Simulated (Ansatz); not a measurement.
Input file:

```yaml
crystal:
  periodic: [false, false, false]
  atoms:
    - {symbol: C, position_ang: [0.000000, 0.000000, -2.005100]}
    - {symbol: Si, position_ang: [0.000000, 0.000000, -0.259400]}
    - {symbol: Ga, position_ang: [0.000000, 0.000000, 2.264500]}
basis:
  gaussian: {orbitals: cc-pVTZ}
magnetization: {spin_polarized: false, initial_magnetization: 1}
correlation: {method: ccsdt_q, electrons: outside_noble_gas}
```

```sh
$ ansatz run in.yaml --threads 2 --pin off --events-out ev --progress --plain --max-ram 16896MiB --backend cuda --devices 0, --max-vram 18GiB
```

The program prints:

```
1263 factors; integrals over basis functions are off by at most 1.4e-7 eV
mean field evaluation 1: about -61215.2484 eV, gradient 3.5e1 eV
mean field evaluation 2: about -61215.4042 eV, gradient 3.5e1 eV
mean field evaluation 4: about -61221.2328 eV, gradient 5.9e0 eV
mean field evaluation 8: about -61221.9558 eV, gradient 2.3e0 eV
mean field evaluation 16: about -61222.1037 eV, gradient 3.8e-3 eV
mean field evaluation 32: about -61222.6063 eV, gradient 1.5e-1 eV
mean field evaluation 64: about -61222.1037 eV, gradient 3.1e-3 eV
mean field evaluation 96: about -61217.9223 eV, gradient 6.8e-1 eV
mean field evaluation 128: about -61222.0920 eV, gradient 3.7e-1 eV
mean field evaluation 160: about -61222.1037 eV, gradient 2.9e-3 eV
...
mean field -61222.60788105 eV, -2249.8893414546 hartree, gradient 7.9e-6 eV, S^2 0.750000; 21 other end points of the search recorded, 0 dependent functions left out
...
determinant -61222.60788105 eV, -2249.8893414546 hartree, with singles and doubles -61231.26206775 eV, -2250.2073769497 hartree
determinant -61222.10373008 eV, -2249.8708142481 hartree, with singles and doubles -61231.40976654 eV, -2250.2128047801 hartree
determinant -61220.50455738 eV, -2249.8120457354 hartree, with singles and doubles -61228.81364840 eV, -2250.1173991981 hartree
determinant -61219.70421680 eV, -2249.7826337616 hartree, with singles and doubles -61228.62079015 eV, -2250.1103117881 hartree
determinant -61219.27776170 eV, -2249.7669618257 hartree, with singles and doubles -61229.05161747 eV, -2250.1261444004 hartree
determinant -61217.92702428 eV, -2249.7173231410 hartree, with singles and doubles -61226.10893613 eV, -2250.0180028555 hartree
determinant -61222.60788105 eV, -2249.8893414546 hartree, with singles and doubles -61231.13796998 eV, -2250.2028164406 hartree
determinant -61222.10373008 eV, -2249.8708142481 hartree, with singles and doubles -61231.29313533 eV, -2250.2085186621 hartree
unrestricted determinant -61224.20366725 eV, -2249.9479855158 hartree, S^2 2.3248
20 core orbitals not correlated: weight in the atoms' cores, before any rotation towards them, 1.000 or more for the frozen orbitals, at most 0.000 for the correlated occupied ones
reference -61222.10373008 eV, -2249.8708142481 hartree; 6, 5 occupied and 81, 82 virtual orbitals, 1263 factors
second order -8.66286776 eV of doubles, -0.08939580 eV of singles
...
cycle  25  -10.05759682 eV  change   -2.9e-5 eV  update   2.2e-5
cycle  26  -10.05755738 eV  change    3.9e-5 eV  update   1.6e-5
cycle  27  -10.05756835 eV  change   -1.1e-5 eV  update   1.0e-5
cycle  28  -10.05757209 eV  change   -3.7e-6 eV  update   6.5e-6
cycle  29  -10.05756491 eV  change    7.2e-6 eV  update   4.0e-6
cycle  30  -10.05756272 eV  change    2.2e-6 eV  update   2.9e-6
cycle  31  -10.05756422 eV  change   -1.5e-6 eV  update   2.4e-6
cycle  32  -10.05756160 eV  change    2.6e-6 eV  update   1.9e-6
cycle  33  -10.05756087 eV  change    7.3e-7 eV  update   1.5e-6
cycle  34  -10.05756150 eV  change   -6.4e-7 eV  update   1.2e-6
perturbative correction -0.14298773 eV, -0.0052547022 hartree
Total energy: -61232.30427931 eV, -2250.2456775182 hartree
```

The determinant lies 0.50 eV above the lowest one of its kind in the log. The T1 diagnostic is 0.072.

Ran on 2 threads of AMD EPYC 7R13 with a shared H100 80 GB, shared host: 82 s wall, 1.2 GiB peak host memory.
